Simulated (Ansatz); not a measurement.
Which method gave which barrier?

Saddle point of C2H10Si, singlet (C₂H₈Si (CC[SiH3]) + H₂ → C₂H₆ (CC) + SiH₄; bonds formed: Si1–H8, C2–H7; bonds broken: Si1–C2, H7–H8), PBE0-D4/def2-TZVP structure:

| atom | x (Å) | y (Å) | z (Å) |
| --- | --- | --- | --- |
| Si1 | -0.6171 | 0.7823 | 1.0733 |
| C2 | 0.1458 | -0.8556 | -0.1472 |
| C3 | 0.4369 | -0.2409 | -1.5024 |
| H4 | -1.7577 | 0.7670 | 0.0670 |
| H5 | -0.0715 | 2.1527 | 0.8823 |
| H6 | -1.3011 | 0.4281 | 2.3433 |
| H7 | 0.6470 | -0.2323 | 0.9557 |
| H8 | 0.8662 | 0.4209 | 1.8700 |
| H9 | 0.9215 | -1.5880 | 0.1263 |
| H10 | -0.8067 | -1.3892 | -0.1003 |
| H11 | -0.3460 | 0.4654 | -1.7895 |
| H12 | 1.3901 | 0.2938 | -1.4959 |
| H13 | 0.4927 | -1.0042 | -2.2826 |

Computed with Ansatz 0.2.0 (basis: def2-TZVPP, with def2-QZVPP for the basis limit); correlated methods freeze the cores. Extrapolation: Hartree–Fock as exp(−7.88 √X), correlation as X^−2.97. Four methods, as single points on the PBE0-D4 structures, gave these electronic barriers from the start structure: 265.0, 279.6, 306.6, 366.6 kJ/mol.

(1) The methods were, in alphabetical order, HF, MP2, PBE-D4, PBE0-D4. Which gave which? (Judge from chemistry; the calculation decides.)

No T1 diagnostic of these runs exceeds 0.011. The end structure is not quite a true minimum (one mode of 47i cm⁻¹).

Results:

(1) The calculation gives: PBE-D4 265.0; PBE0-D4 279.6; MP2 306.6; HF 366.6 kJ/mol. For comparison, CCSD(T) at an estimated basis limit (MP2 extrapolated from triple and quadruple zeta, plus CCSD(T) − MP2 in triple zeta) gives 304.6 kJ/mol.

For scale, one of the runs: CCSD(T)/def2-TZVPP, 244 basis functions, launched by `ansatz run in.yaml --threads 4 --pin off --events-out ev --progress --plain --max-ram 9574MiB`. Hardware: 4 CPU threads of an Intel Xeon Platinum 8488C, shared host. Wall time 37 s; peak host memory 4.8 GiB.
